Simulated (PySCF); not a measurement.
C2H3 (doublet state).
SMILES with atom numbers: `[CH:1]=[CH2:2]` (hydrogens: H3 on C1; H4, H5 on C2)

Level of theory: UHF, IGLO-III on C, pcH-1 on H, non-relativistic, mean-field spin-orbit, GIAO (PySCF). Isolated species at its PBE0-D3(BJ)/def2-SVP geometry, gas phase.

Output of the driver script (its header reads UKS for Hartree–Fock too). The program numbers atoms from 0.

```
UKS, final grid
  cycle   1  E = -77.37275764  |g| = 1.93e-01
  cycle   2  E = -77.40720728  |g| = 6.89e-02
  cycle   3  E = -77.41332039  |g| = 2.81e-02
  cycle   4  E = -77.41470099  |g| = 1.64e-02
  cycle   5  E = -77.41548767  |g| = 1.29e-02
  cycle   6  E = -77.41620512  |g| = 1.17e-02
  cycle   7  E = -77.41699850  |g| = 1.06e-02
  cycle   8  E = -77.41868703  |g| = 6.05e-03
  cycle   9  E = -77.41906402  |g| = 1.78e-03
  cycle  10  E = -77.41904263  |g| = 1.75e-03
  cycle  11  E = -77.41906498  |g| = 8.29e-04
  cycle  12  E = -77.41906949  |g| = 1.53e-04
  cycle  13  E = -77.41906952  |g| = 6.15e-05
  cycle  14  E = -77.41906954  |g| = 2.61e-05
  cycle  15  E = -77.41906955  |g| = 4.78e-06
  cycle  16  E = -77.41906955  |g| = 1.71e-06
internal stability: stable
E = -77.41906955 Eh   <S^2> = 0.9588 (exact 0.7500)
g shifts (ppm)      1          2          3
  rmc          -137       -137       -137
  gc             24          7         -2
  oz_so        -604        -19        486
  total        -717       -149        346
hyperfine (MHz)  atom isotope    a_iso     a_fc   dipolar eigenvalues
    0   13C     480.40     480.40   -108.51      2.50    106.01
    1   13C    -126.34    -126.34    -73.76     27.37     46.39
    2    1H     -46.59     -46.59    -33.38    -23.62     57.00
    3    1H     205.68     205.68    -18.39     -3.44     21.83
    4    1H     145.00     145.00    -19.83     -5.35     25.17
```

Q: Can this result be taken as it stands? Point to the evidence in the output.

A: No. ⟨S²⟩ = 0.959 is 28 % above the exact 0.750: the determinant holds components of higher spin, so its spin density, and the couplings taken from it, aren't those of a pure doublet state. Most negative Mulliken spin population: C2 (-0.79), with atoms counted from 1. At the same geometry and basis B3LYP gives ⟨S²⟩ = 0.760, g_iso = 2.0022 (here 2.0021) and a(13C, atom 0 as the log counts) = 317.2 MHz (here 480.4, class means).

The run took 3.2 s on one thread, Arm Neoverse V1, on a shared host.
